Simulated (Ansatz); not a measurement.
Steps of a relaxation of borazine (`B1NBNBN1`) with RKS PBE0-D4/def2-TZVP.

```sh
$ ansatz run in.yaml --threads 2 --pin off --events-out ev --progress --plain --max-ram 32768MiB --backend cuda --devices 0, --max-vram 18GiB
```

```yaml
crystal:
  periodic: [false, false, false]
  atoms:
    - {symbol: B, position_ang: [-0.722360, -1.217890, 0.252490]}
    - {symbol: N, position_ang: [0.520870, -0.950270, 0.877610]}
    - {symbol: B, position_ang: [1.259700, 0.237720, 0.652990]}
    - {symbol: N, position_ang: [0.700320, 1.180580, -0.244840]}
    - {symbol: B, position_ang: [-0.537270, 0.980440, -0.905130]}
    - {symbol: N, position_ang: [-1.221290, -0.230120, -0.632330]}
    - {symbol: H, position_ang: [-1.312420, -2.213100, 0.458380]}
    - {symbol: H, position_ang: [0.896460, -1.637390, 1.512390]}
    - {symbol: H, position_ang: [2.289330, 0.431630, 1.185300]}
    - {symbol: H, position_ang: [1.206730, 2.034180, -0.421880]}
    - {symbol: H, position_ang: [-0.976200, 1.781250, -1.644680]}
    - {symbol: H, position_ang: [-2.103870, -0.397030, -1.090310]}
basis:
  gaussian: {orbitals: def2-TZVP}
hamiltonian: {xc: pbe0, dispersion: d4}
relax: {f_tol: 0.005, max_steps: 150}
```

Positions (Å) and forces (eV/Å) along the path, 4 of 4 steps:

```xyz
12
step=1 energy=-6597.7409 eV
B    -0.722   -1.218    0.252    0.124    0.207   -0.041
N     0.521   -0.950    0.878    0.163   -0.312    0.288
B     1.260    0.238    0.653   -0.212   -0.041   -0.117
N     0.700    1.181   -0.245    0.233    0.391   -0.078
B    -0.537    0.980   -0.905    0.090   -0.167    0.155
N    -1.221   -0.230   -0.632   -0.405   -0.077   -0.214
H    -1.312   -2.213    0.458   -0.277   -0.468    0.097
H     0.896   -1.637    1.512   -0.029    0.060   -0.055
H     2.289    0.432    1.185    0.481    0.092    0.252
H     1.207    2.034   -0.422   -0.047   -0.079    0.016
H    -0.976    1.781   -1.645   -0.206    0.377   -0.348
H    -2.104   -0.397   -1.090    0.084    0.017    0.044
12
step=2 energy=-6597.7646 eV
B    -0.725   -1.222    0.254    0.045    0.073   -0.016
N     0.523   -0.954    0.881    0.055   -0.107    0.094
B     1.264    0.238    0.654   -0.080   -0.010   -0.035
N     0.703    1.186   -0.246    0.080    0.129   -0.028
B    -0.539    0.984   -0.908    0.032   -0.061    0.054
N    -1.226   -0.231   -0.635   -0.136   -0.025   -0.070
H    -1.323   -2.230    0.462   -0.082   -0.137    0.029
H     0.898   -1.641    1.515   -0.006    0.016   -0.013
H     2.306    0.435    1.195    0.143    0.025    0.072
H     1.209    2.038   -0.423   -0.012   -0.020    0.004
H    -0.984    1.795   -1.657   -0.061    0.111   -0.102
H    -2.108   -0.398   -1.092    0.021    0.004    0.011
12
step=3 energy=-6597.7671 eV
B    -0.725   -1.223    0.254   -0.005   -0.009    0.001
N     0.524   -0.957    0.883   -0.004    0.006   -0.005
B     1.265    0.239    0.655    0.009    0.001    0.004
N     0.705    1.189   -0.246   -0.004   -0.007    0.002
B    -0.539    0.984   -0.909   -0.003    0.006   -0.007
N    -1.229   -0.232   -0.637    0.007    0.002    0.004
H    -1.327   -2.237    0.464    0.000    0.000    0.000
H     0.900   -1.642    1.516    0.000    0.000    0.000
H     2.313    0.436    1.199    0.000    0.000    0.000
H     1.210    2.040   -0.423    0.000    0.000    0.000
H    -0.987    1.800   -1.662    0.000    0.000    0.000
H    -2.110   -0.398   -1.093    0.000    0.000    0.000
12
step=4 energy=-6597.7671 eV
B    -0.726   -1.223    0.254    0.000    0.001    0.000
N     0.524   -0.957    0.883    0.000    0.000    0.000
B     1.265    0.239    0.656   -0.001    0.000   -0.001
N     0.705    1.188   -0.246    0.000    0.000    0.000
B    -0.540    0.985   -0.909    0.000   -0.001    0.001
N    -1.229   -0.232   -0.637    0.000    0.000    0.000
H    -1.327   -2.237    0.464    0.000    0.000    0.000
H     0.900   -1.642    1.516    0.000    0.000    0.000
H     2.314    0.436    1.199    0.000    0.000    0.000
H     1.210    2.040   -0.423    0.000    0.000    0.000
H    -0.987    1.801   -1.663    0.000    0.000    0.000
H    -2.110   -0.398   -1.093    0.000    0.000    0.000
```

It took 40 s on 2 threads of an AMD EPYC 7R13 on a shared host and a share of an NVIDIA H100 80 GB, with 0.85 GiB of host memory at the peak.
